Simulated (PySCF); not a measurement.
Structure with atom numbers: `[CH3:1][CH2:2][CH2:3][CH2:4][CH2:5][CH3:6]` (H(Xn): hydrogen on atom n).

GIAO shifts from PySCF 2.14.0 with density-fitted response routines on PBE0-D3(BJ)/def2-SVP geometries (one conformer, non-relativistic, equivalent nuclei averaged), against TMS at the same level and in the same medium; PCM means IEF-PCM chloroform.

Measured (solution, CDCl3, 298 K; Fulmer et al., Organometallics 2010, 29, 2176): C1/C6 14.1, C2/C5 22.7, C3/C4 31.6, H(C1)/H(C6) 0.88 ppm.

Which unscaled values do B97-2/pcSseg-1, gas; PBE0/pcSseg-1, PCM; WP04/pcSseg-1, PCM; wB97X-D/pcSseg-1, PCM give, and how close are they?

Results:


| atoms | measured | B97-2/pcSseg-1, gas | PBE0/pcSseg-1, PCM | WP04/pcSseg-1, PCM | wB97X-D/pcSseg-1, PCM |
| --- | --- | --- | --- | --- | --- |
| C1/C6 | 14.1 | 17.2 | 16.9 | 18.4 | 17.0 |
| C2/C5 | 22.7 | 27.5 | 27.6 | 29.2 | 26.9 |
| C3/C4 | 31.6 | 36.5 | 37.1 | 37.1 | 36.2 |
| H(C1)/H(C6) | 0.88 | 1.01 | 0.99 | 0.94 | 0.99 |

Mean absolute error for 13C: B97-2/pcSseg-1, gas 4.3, PBE0/pcSseg-1, PCM 4.4, WP04/pcSseg-1, PCM 5.4, wB97X-D/pcSseg-1, PCM 3.9 ppm.

Mean absolute error for 1H: B97-2/pcSseg-1, gas 0.13, PBE0/pcSseg-1, PCM 0.11, WP04/pcSseg-1, PCM 0.06, wB97X-D/pcSseg-1, PCM 0.11 ppm.
